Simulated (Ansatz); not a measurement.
**Worked example: ideal-gas entropy of CHCl2F (dichlorofluoromethane)**

A singlet with charge 0, relaxed at PBE-D3(BJ)/def2-TZVP (Ansatz 0.2.0):

```xyz
5

F    -0.5980    0.1352    1.2460
C     0.0068    0.1009    0.0304
Cl    1.4767   -0.8951    0.1280
Cl   -1.1327   -0.5294   -1.1806
H     0.2972    1.1148   -0.2653
```

Harmonic wavenumbers in cm⁻¹: 263, 350, 441, 707, 744, 1039, 1197, 1274, 3062.

Masses in u: F 18.998, C 12.011, Cl 35.45, H 1.008. Take T = 298.15 K, p = 1 bar, R = 8.3145 J/(mol K), kT/hc = 207.22 cm⁻¹, rigid rotor and harmonic oscillator.

Question: Compute the standard molar entropy.

Answer: 
1. Translation (Sackur–Tetrode): S = R[3/2 ln M + 5/2 ln T − 1.1517] with M = 102.917 gives 166.6 J/(mol K).
2. Rotation: principal moments 73.890, 158.525, 222.189 u Å² give A, B, C = 0.2281, 0.1063, 0.0759 cm⁻¹; the symmetry number is σ = 1; q = (√π/σ)√((kT/hc)³/ABC) = 123246; S = R(ln q + 3/2) = 109.9.
3. Vibration: with u = ν̃/207.22, each mode gives R[u/(eᵘ − 1) − ln(1 − e⁻ᵘ)]; the sum is 18.2, most from 263 cm⁻¹ (6.9), 350 cm⁻¹ (4.9), 441 cm⁻¹ (3.4).
4. Electronic: R ln 1 = 0.0, from the spin multiplicity alone.
5. Sum: 166.6 + 109.9 + 18.2 + 0.0 = 294.7 J/(mol K).

The tabulated value is 293.1 J/(mol K) (CRC Handbook of Chemistry and Physics): the model is off by +1.6.
